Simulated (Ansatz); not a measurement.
# SiP₂H+ (quintet): from Hartree-Fock to the top rungs, cc-pVDZ

One table from this session's results is given with a row withheld; the runs are named, their logs left out.

Program: Ansatz 0.2.0, Gaussian basis. Level of theory: cc-pVDZ, core rule «outside noble gas», up to 15 orbitals frozen. These are calculated values, not measurements.

To be run: UHF; CCSD(T) on ROHF; CCSD(T) on UHF; BCCD(T) on ROHF; CISD; CCSDT(Q) on ROHF; CCSDT(Q) on UHF; CASSCF and MRCISD+Q, 10 electrons in 11 orbitals; CASSCF and NEVPT2, 10 electrons in 11 orbitals.

25 further runs of the same task are left out: 11 that didn't finish, 14 set aside as unsound or not needed.

## What is computed

The geometry is a PBE0/def2-TZVP stationary point (not a proven minimum) of the parent state, kept for this charge and spin.

4 atoms, charge 1, spin multiplicity 5.

Atoms are counted from 1 here; the program's logs count them from 0.

Bond lengths: P1–Si2 2.115 Å, P1–H4 1.424 Å, Si2–P3 2.201 Å. Angles: Si2–P1–H4 96.7°, P1–Si2–P3 110.2°.

Set-up of the first run:

The input, in.yaml:

```yaml
crystal:
  periodic: [false, false, false]
  atoms:
    - {symbol: P, position_ang: [0.000000, -0.439635, 1.712071]}
    - {symbol: Si, position_ang: [0.000000, 0.841866, 0.028977]}
    - {symbol: P, position_ang: [0.000000, -0.342749, -1.826264]}
    - {symbol: H, position_ang: [0.000000, 0.584513, 2.701693]}
basis:
  gaussian: {orbitals: cc-pVDZ}
total_charge: 1
magnetization: {spin_polarized: true, initial_magnetization: 4}
hamiltonian: {xc: hf}
output: {orbitals: {seedname: orbitals}}
```

On the command line:

```console
$ ansatz run in.yaml --threads 1 --pin off --events-out ev --progress --plain --max-ram 2393MiB
```

Among the steps run: UHF; CCSD(T) on ROHF; CCSD(T) on UHF; BCCD(T) on ROHF; CISD; CCSDT(Q) on ROHF; CCSDT(Q) on UHF; CASSCF and MRCISD+Q, 10 electrons in 11 orbitals; CASSCF and NEVPT2, 10 electrons in 11 orbitals.

One table of the session follows, with a row left open; its other results are not shown here.

```
          method  from RCCSDT(Q) (meV)
            ROHF               +8124.2
             UHF               +7876.2
            RMP2               +1679.2
            UMP2                     ?
            CISD               +1210.7
           RCCSD                +385.0
           UCCSD                +377.0
        RCCSD(T)                 +80.1
        UCCSD(T)                 +81.0
         BCCD(T)                 +79.5
          RCCSDT                 +22.0
          UCCSDT                 +21.0
       RCCSDT(Q)                     0
       UCCSDT(Q)                  -2.3
  CASSCF valence               +6515.6
  NEVPT2 valence               +1385.6
  MRCISD valence                +799.0
MRCISD+Q valence                 +90.4
```

**Question.** Estimate the row for UMP2.

The run gave: from RCCSDT(Q) (meV): +1732.9. In the column «from RCCSDT(Q) (meV)» it lies between RMP2 (+1679.2) and CASSCF valence (+6515.6).

Limits of these values: Restricted and unrestricted rows rest on different reference determinants; where their highest levels disagree by more than a few hundredths of an eV, they describe different states and don't form one ladder.
